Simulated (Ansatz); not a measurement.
## Elastic constant C33 of some elemental solids other than molecular ones, all hcp

Method: r²SCAN in Ansatz (plane waves, PAW). References are measured values at low temperature.

Values in GPa.

```
solid   reference  r²SCAN  error (%)
------  ---------  ------  ---------
hcp Y       80.1¶    76.3       -4.7
hcp Zr        172     166       -3.5
hcp Os       843¶     887       +5.2
hcp Ti        191     191        0.0
hcp Zn      68.5¶    71.7       +4.7
hcp Mg      66.5¶    79.3      +19.2
hcp Be       342¶     403      +17.8
```

Over these 7 solids the mean error is +5.5 %, the mean absolute error 7.9 % (median 4.7 %), and the worst case hcp Mg at +19.2 %; the value is above the reference in 4 of 7 cases.

All these references are low-temperature values that still hold zero-point motion.

Spin–orbit coupling is left out, also for the solids with elements from indium on (hcp Os); its size isn't shown.

¶ marks references of a special kind: hcp Y, 80.1 ± 0.2 GPa (measured, 0 K, extrapolated to 0 K; as tabulated in Elastic Constants of Yttrium Single Crystals in the Temperature Range 4.2-400 K); hcp Os, 843 GPa (measured, 0 K, extrapolated to 0 K (read from the set's bulk modulus against, 405 at 300 K); as tabulated in Liu et al. (2023), arXiv:2002.00005); hcp Zn, 68.5 GPa (measured, 0 K, extrapolated to 0 K; zero-point effects included; as tabulated in Galib et al. (2023), arXiv:2209.08184); hcp Mg, 66.5 GPa (measured, 0 K, extrapolated to 0 K; zero-point effects included; as tabulated in Ibrahim et al. (2023), arXiv:2305.03577); hcp Be, 342 ± 1 GPa (measured, 0 K, extrapolated to 0 K; as tabulated in Elastic Constants of Single Crystal Beryllium, J. Appl. Phys., doi …).

Differences are worked out from the printed values.

Each level is taken at its own relaxed cell. Ansatz's density-functional and Hartree–Fock values are scalar-relativistic unless marked +SOC, with PAW data made under PBE.

Ansatz's runs of these crystals have no spin polarisation. Meta-GGAs and exact exchange favour moments, which can bear on hcp Y, hcp Ti.

Not in this set, of the elemental solids other than molecular ones with a reference value in our tables and a result at some level: 7 for a reference at room or unstated temperature. These can be a level's best or worst cases. Solids without a released value at any level aren't counted. Layered and molecular crystals are counted apart. The metals Ce to Yb are counted apart.

References as tabulated in Elastic Constants of Yttrium Single Crystals in the Temperature Range 4.2-400 K; Clouet (2012), arXiv:1210.1082; Liu et al. (2023), arXiv:2002.00005; Ferrari et al. (2019), arXiv:1905.01197 and others.

Ansatz is a quantum-chemistry and plane-wave program.
